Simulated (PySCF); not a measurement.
Bonding in `C=CC(F)(F)F`

C3H3F3.
Atom-mapped SMILES: `[CH2:1]=[CH:2][C:3]([F:4])([F:5])[F:6]` (hydrogens: H7, H8 on C1; H9 on C2)

Structure used (GFN2-xTB), in Å, numbered top down from 1:
```xyz
9
C3H3F3 angstrom
C      1.3463    0.3029   -0.3154
C      0.3435   -0.4926    0.0009
C     -1.0554    0.0029    0.2080
F     -1.1868    1.3248    0.0430
F     -1.9214   -0.5779   -0.6427
F     -1.5049   -0.2762    1.4453
H      2.3401   -0.0831   -0.4583
H      1.2099    1.3643   -0.4413
H      0.4423   -1.5591    0.1353
```

Bond orders from the PBE0/pcSseg-1 density (PySCF). Geometry: GFN2-xTB; no solvent, vibrations or thermal averaging.

Problem. How far do the computed orders between heavy atoms stray from the drawn ones?

Solution. The largest departure is 0.039, at C1–C2 (drawn double, 1.961).

Problem. Give the Mayer order of every bond between heavy atoms, beside its length.

Solution. 
```
 bond  drawn as  length (Å)  Mayer order
C1–C2    double       1.319        1.961
C2–C3    single       1.498        1.020
C3–F4    single       1.339        1.016
C3–F5    single       1.346        0.991
C3–F6    single       1.346        0.991
```

By pair of heavy elements: C–C: lowest C2–C3 (1.020, 1.498 Å), highest C1–C2 (1.961, 1.319 Å). C–F: lowest C3–F5 and C3–F6 (0.991, 1.346 Å), highest C3–F4 (1.016, 1.339 Å). Bonds named together lie within 0.004.

Problem. And the bonds to hydrogen?

Solution. C–H: 0.94 to 0.95 (3 bonds).

Problem. Sum the orders of all bonds at each heavy atom with more than one neighbour and set the sums beside the valence in the SMILES.

Solution. C1 3.858 (drawn 4), C2 3.916 (drawn 4), C3 4.018 (drawn 4). Orders between atoms that aren't bonded are not in these sums.

For a closed shell the Mayer order of atoms A and B is Σ (PS)μν (PS)νμ over the basis functions μ on A and ν on B, with P the density and S the overlap matrix.
